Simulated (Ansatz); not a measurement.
## A relaxation, step by step

CH10Si2, closed shell, PBE0-D4/def2-TZVP (Ansatz 0.2.0). Settings:

```yaml
hamiltonian: {xc: pbe0, dispersion: d4}
relax: {f_tol: 0.005, max_steps: 200}
```

Start, a step off a saddle point along its unstable mode:

```tsv
atom	x (Å)	y (Å)	z (Å)
Si1	-0.3382	0.9153	0.6657
Si2	1.4617	-1.1926	0.2208
H3	-1.2844	2.0620	0.7845
H4	-0.4707	0.1620	2.0103
H5	1.0123	1.6160	0.4858
H6	0.0492	-0.3037	-0.3503
C7	-1.3504	0.3500	-0.9843
H8	2.2983	-0.8458	1.4361
H9	1.0340	-2.6175	0.3885
H10	2.3428	-1.1028	-0.9546
H11	-1.1697	-0.5164	-1.6875
H12	-1.2538	1.2630	-1.5176
H13	-2.3310	0.2103	-0.4973
```

| step | energy less the last (meV) | largest force component (eV/Å) |
| --- | --- | --- |
| 1 | 2567.5 | 2.289 |
| 6 | 92.8 | 0.914 |
| 11 (rejected trial) | 18.7 | 0.167 |
| 16 | 13.3 | 0.031 |
| 21 | 12.9 | 0.013 |
| 26 (rejected trial) | 12.2 | 0.166 |
| 31 | 8.2 | 0.104 |
| 36 | 3.7 | 0.010 |
| 41 | 3.6 | 0.006 |
| 46 | 3.4 | 0.019 |
| 51 | 3.3 | 0.012 |
| 56 | 3.1 | 0.038 |
| 61 | 2.4 | 0.058 |
| 66 | 1.0 | 0.063 |
| 71 | 0.0 | 0.004 |

Step 51, positions (Å) and forces (eV/Å):

```json
{"atom": "Si1", "x": "-0.741", "y": "1.308", "z": "0.594", "Fx": "0.001", "Fy": "-0.002", "Fz": "-0.001"}
{"atom": "Si2", "x": "1.898", "y": "-1.717", "z": "0.211", "Fx": "-0.005", "Fy": "0.012", "Fz": "-0.002"}
{"atom": "H3", "x": "-1.090", "y": "2.696", "z": "1.002", "Fx": "-0.001", "Fy": "0.000", "Fz": "0.000"}
{"atom": "H4", "x": "-1.051", "y": "0.395", "z": "1.727", "Fx": "0.000", "Fy": "0.001", "Fz": "-0.001"}
{"atom": "H5", "x": "0.727", "y": "1.257", "z": "0.349", "Fx": "-0.002", "Fy": "0.000", "Fz": "0.000"}
{"atom": "H6", "x": "0.430", "y": "-1.788", "z": "-0.009", "Fx": "0.012", "Fy": "0.000", "Fz": "0.002"}
{"atom": "C7", "x": "-1.684", "y": "0.812", "z": "-0.942", "Fx": "-0.001", "Fy": "0.003", "Fz": "0.000"}
{"atom": "H8", "x": "2.170", "y": "-1.152", "z": "1.557", "Fx": "-0.002", "Fy": "-0.005", "Fz": "-0.010"}
{"atom": "H9", "x": "2.469", "y": "-3.085", "z": "0.121", "Fx": "0.000", "Fy": "0.000", "Fz": "0.000"}
{"atom": "H10", "x": "2.512", "y": "-0.855", "z": "-0.830", "Fx": "-0.005", "Fy": "-0.008", "Fz": "0.009"}
{"atom": "H11", "x": "-1.427", "y": "-0.206", "z": "-1.243", "Fx": "0.000", "Fy": "0.000", "Fz": "0.000"}
{"atom": "H12", "x": "-1.451", "y": "1.482", "z": "-1.773", "Fx": "-0.001", "Fy": "-0.002", "Fz": "0.003"}
{"atom": "H13", "x": "-2.761", "y": "0.852", "z": "-0.765", "Fx": "0.003", "Fy": "0.000", "Fz": "-0.001"}
```

Last step (71):

Si1  (-0.858, 1.311, 0.709)
Si2  (1.814, -1.678, 0.142)
H3  (-1.219, 2.735, 0.948)
H4  (-1.474, 0.485, 1.782)
H5  (0.622, 1.188, 0.823)
H6  (0.435, -1.839, 0.670)
C7  (-1.442, 0.756, -0.979)
H8  (2.661, -1.004, 1.157)
H9  (2.377, -3.017, -0.166)
H10  (1.773, -0.864, -1.099)
H11  (-1.189, -0.292, -1.153)
H12  (-0.975, 1.353, -1.766)
H13  (-2.525, 0.864, -1.068)
(Å)

Hardware: 4 CPU threads of an AMD EPYC 7R43, shared host. Wall time about 2.4 min.
